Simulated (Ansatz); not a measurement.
H₂Ge–AsH, triplet: vertical spin and charge gaps

Geometry (PBE0/def2-TZVP stationary point for this spin, not checked as a minimum):

| atom | x (Å) | y (Å) | z (Å) |
| --- | --- | --- | --- |
| Ge | 0.0000 | -0.0566 | 1.2141 |
| As | 0.0000 | 0.0562 | -1.2063 |
| H | -1.2446 | 0.6821 | 1.7739 |
| H | 1.2446 | 0.6822 | 1.7739 |
| H | 0.0000 | -1.4603 | -1.3789 |

Basis cc-pVDZ; Ansatz 0.2.0. Only valence electrons are correlated (noble-gas cores and the filled d shells of p-block atoms frozen). Prefix R: restricted or restricted open-shell reference; prefix U: unrestricted. Active spaces: valence = (12e, 11o) chosen from the atoms' valence shells. No spin–orbit coupling is included, and no scalar relativity.

Gaps are energies of the second state less the first, at fixed atoms, for a selection of the levels run; each method lands on the state that its own search finds for that charge and spin.

Unrestricted rows (U, and Kohn–Sham where it breaks symmetry) aren't spin-pure: their determinants' ⟨S²⟩ exceeds S(S+1) by up to 0.35, so they mix in states of higher spin. For open shells CISD is restricted-active-space CI with the open shells as a complete middle space. A value is left out where its run failed or describes another state than the reference as far as symmetry and spin tell, or, spin-broken singlets apart, can't be checked.

Removing an electron, to the doublet: 7.852 eV at UCCSDT(Q).

```json
{"level": "UHF", "gap (eV)": "7.744", "error (meV)": "-108", "⟨S²⟩ where 0.1 over S(S+1) (first / second)": "– / 1.10"}
{"level": "UMP2", "gap (eV)": "8.058", "error (meV)": "206", "⟨S²⟩ where 0.1 over S(S+1) (first / second)": "– / 1.10"}
{"level": "CISD", "gap (eV)": "7.911", "error (meV)": "59", "⟨S²⟩ where 0.1 over S(S+1) (first / second)": "– / –"}
{"level": "UCCSD", "gap (eV)": "7.908", "error (meV)": "56", "⟨S²⟩ where 0.1 over S(S+1) (first / second)": "– / 1.10"}
{"level": "UCCSD(T)", "gap (eV)": "7.879", "error (meV)": "27", "⟨S²⟩ where 0.1 over S(S+1) (first / second)": "– / 1.10"}
{"level": "BCCD(T)", "gap (eV)": "7.865", "error (meV)": "13", "⟨S²⟩ where 0.1 over S(S+1) (first / second)": "– / –"}
{"level": "UCCSDT", "gap (eV)": "7.858", "error (meV)": "6", "⟨S²⟩ where 0.1 over S(S+1) (first / second)": "– / 1.10"}
{"level": "PBE", "gap (eV)": "8.002", "error (meV)": "150", "⟨S²⟩ where 0.1 over S(S+1) (first / second)": "– / –"}
{"level": "r2SCAN", "gap (eV)": "8.251", "error (meV)": "399", "⟨S²⟩ where 0.1 over S(S+1) (first / second)": "– / –"}
{"level": "PBE0", "gap (eV)": "8.165", "error (meV)": "313", "⟨S²⟩ where 0.1 over S(S+1) (first / second)": "– / –"}
{"level": "B3LYP", "gap (eV)": "8.103", "error (meV)": "251", "⟨S²⟩ where 0.1 over S(S+1) (first / second)": "– / –"}
{"level": "wB97M-V", "gap (eV)": "8.112", "error (meV)": "260", "⟨S²⟩ where 0.1 over S(S+1) (first / second)": "– / –"}
{"level": "B2PLYP", "gap (eV)": "7.994", "error (meV)": "142", "⟨S²⟩ where 0.1 over S(S+1) (first / second)": "– / –"}
{"level": "RPA-PBE", "gap (eV)": "7.954", "error (meV)": "102", "⟨S²⟩ where 0.1 over S(S+1) (first / second)": "– / –"}
```

Quintet less triplet: 5.620 eV at UCCSDT(Q).

| level | gap (eV) | error (meV) |
| --- | --- | --- |
| UHF | 5.325 | -295 |
| UMP2 | 5.616 | -4 |
| CISD | 5.558 | -62 |
| UCCSD | 5.604 | -16 |
| UCCSD(T) | 5.620 | 0 |
| BCCD(T) | 5.633 | 13 |
| UCCSDT | 5.618 | -2 |
| CASSCF (valence space) | 5.642 | 22 |
| NEVPT2 (valence space) | 5.664 | 44 |
| PBE | 5.541 | -79 |
| r2SCAN | 5.580 | -40 |
| PBE0 | 5.596 | -24 |
| B3LYP | 5.721 | 101 |
| wB97M-V | 5.690 | 70 |
| B2PLYP | 5.743 | 123 |
| RPA-PBE | 5.680 | 60 |

Removing an electron, to the quartet: 9.498 eV at UCCSDT(Q).

```
                 level  gap (eV)  error (meV)
                   UHF     8.782         -716
                  UMP2     9.462          -36
                  CISD     9.362         -136
                 UCCSD     9.472          -26
              UCCSD(T)     9.497           -1
               BCCD(T)     9.505            7
                UCCSDT     9.495           -3
CASSCF (valence space)     8.768         -730
NEVPT2 (valence space)     9.369         -129
                   PBE     9.763          265
                r2SCAN     9.836          338
                  PBE0     9.808          310
                 B3LYP     9.878          380
               wB97M-V     9.765          267
                B2PLYP     9.713          215
               RPA-PBE     9.659          161
```

In so small a basis the reference is far from its limit while semilocal and hybrid functionals are nearer theirs (RPA and double hybrids share part of the reference's basis error), so the functionals' errors here hold much of the reference's basis and frozen-core error, which can add to them or hide them.

Full CI isn't at hand for all of this; UCCSDT(Q) serves as the reference, and is uncertain by the last step of the cluster series or more. The frozen core follows each run's orbitals, which can shift R against U totals by a few meV for light atoms and by up to 0.1 eV past Ca.
